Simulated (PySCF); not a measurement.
Species: CH3S (doublet state).
SMILES with atom numbers: `[CH3:1][S:2]` (hydrogens: H3, H4, H5 on C1)

A GFN2-xTB structure was refined with PBE0-D3(BJ)/def2-SVP geometry optimisation, gas phase in PySCF. Its GFN2-xTB values:

| coordinate | GFN2-xTB |
| --- | --- |
| C1–S2 | 1.792 Å |
| C1–H3 | 1.087 Å |
| S2–C1–H3 | 108.9° |
| S2–C1–H4 | 109.0° |
| H3–C1–H4 | 110.0° |
| H4–C1–H5 | 110.0° |

Q: How do these coordinates change at the PBE0-D3(BJ)/def2-SVP level?

A: 
```
coordinate  PBE0-D3(BJ)/def2-SVP (Å or °)  change
     C1–H3                          1.105  +0.018
     C1–S2                          1.788  -0.004
  S2–C1–H4                          112.4    +3.4
  H3–C1–H4                          107.5    -2.5
  S2–C1–H3                          106.5    -2.4
  H4–C1–H5                          110.5    +0.5
```

The energy falls by 2.9 kJ/mol over 15 energy and gradient evaluations, the largest force component goes from 0.0138 to 2.7e-04 Eh/bohr, and the atoms move by 0.032 Å rms after alignment. The bond that changes most is C1–H3 (ends: carbon bonded to S and 3 H; hydrogen on carbon), which lengthens by 0.018 Å. Bonds longer at the end by more than 0.005 Å: 3 of 4; shorter: 0. Rotational constants go from 158128, 13526, 13526 to 156979, 13481, 13453 MHz.

The run used 47 basis functions and 171 SCF cycles in all. Hardware: x86-64 server, one thread, on a shared host. Cost: 9.9 s.

Whether it is a minimum is left open (no frequencies). ⟨S²⟩ = 0.753 (exact for a doublet: 0.75).
